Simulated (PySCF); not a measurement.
**A diatomic session: NaH−**

One job finds the state of NaH−, follows it along the bond with each method and fits the curves.

The runs use PySCF 2.14.0; Na aug-pcseg-1, H aug-pcseg-1, no relativity.

## Step 1: Set-up

The job is set up so:

- atoms: Na, H
- charge: -1
- basis: Na aug-pcseg-1, H aug-pcseg-1
- Hamiltonian: no relativity
- basis functions: 23
- electrons treated: 13
- masses in u: 22.9898, 1.0078
- levels: PBE0, PBE, r²SCAN, M06, revPBE, M06-2X, ωB97X, MP2, SCS-MP2, CCSD, CCSD(T)
- grid: 80 radial by 434 angular points
- occupations: held fixed by the projection of orbital angular momentum
- dissociation limit: Na + H−, each in its ground configuration
- starting distance in angstrom: 1.995
- values of 2S to try: 1, 3

Started as:

```
OMP_NUM_THREADS=1 python dia.py task.json out
```

Further steps of the session: PBE0 along the bond; PBE (GGA); r²SCAN; M06 (hybrid meta-GGA); revPBE (GGA); M06-2X (hybrid meta-GGA); ωB97X (range-separated hybrid); MP2 and coupled cluster.

Before running it: what results should come out? Wanted: for each run, Re; ωe; De; μ.

As calculated:

Lowest PBE0 solution found, without spin–orbit coupling: ²Σ⁺ (doublet), unpaired electrons σ ↑.

| level | Re (Å) | ωe (cm⁻¹) | De (eV) | μ (D) |
| --- | --- | --- | --- | --- |
| UHF-MP2 | 2.054 | 881 | 1.53 | n/a |
| UHF-SCS-MP2 | 2.055 | 876 | 1.52 | n/a |
| UHF-CCSD | 2.070 | 842 | 1.47 | n/a |
| UHF-CCSD(T) | 2.070 | 841 | 1.47 | n/a |
| PBE | 2.027 | 879 | 1.55 | 1.91 |
| revPBE | 2.045 | 862 | 1.52 | 2.02 |
| r²SCAN | 2.034 | 884 | 1.57 | 1.49 |
| PBE0 | 2.019 | 906 | 1.58 | 1.91 |
| M06 | 2.015 | 906 | 1.63 | 2.35 |
| M06-2X | 2.007 | 912 | 1.59 | 0.94 |
| ωB97X | 2.011 | 923 | 1.60 | 2.56 |

De is counted to Na + H− in their ground configurations. A positive dipole points from Na to H; in an ion it is taken about the centre of mass and does not tell which atom is negative.

Differences from CCSD(T) in the same basis:

| level | Re (mÅ) | ωe (%) |
| --- | --- | --- |
| UHF-MP2 | -16 | +4.7 |
| UHF-SCS-MP2 | -15 | +4.2 |
| UHF-CCSD | -1 | +0.2 |
| PBE | -44 | +4.6 |
| revPBE | -25 | +2.6 |
| r²SCAN | -36 | +5.2 |
| PBE0 | -51 | +7.7 |
| M06 | -55 | +7.8 |
| M06-2X | -63 | +8.4 |
| ωB97X | -59 | +9.8 |

What this shows: Against CCSD(T) in the same basis, the bond length is nearest at UHF-CCSD (-1 mÅ) and farthest at M06-2X (-63 mÅ); the wavenumber is nearest at UHF-CCSD (+0.2 %) and farthest at ωB97X (+9.8 %). CCSD(T) in a basis this small is itself some way from its limit, more so than the functionals. Among the levels with a De in the table, it runs from 1.47 eV (UHF-CCSD) to 1.63 eV (M06).

Correlated steps freeze 1 core orbital. With some functionals the highest level of the anion is positive, mostly a sign of self-interaction error; the finite basis then holds the extra electron, and no neutral molecule was run to test the binding.
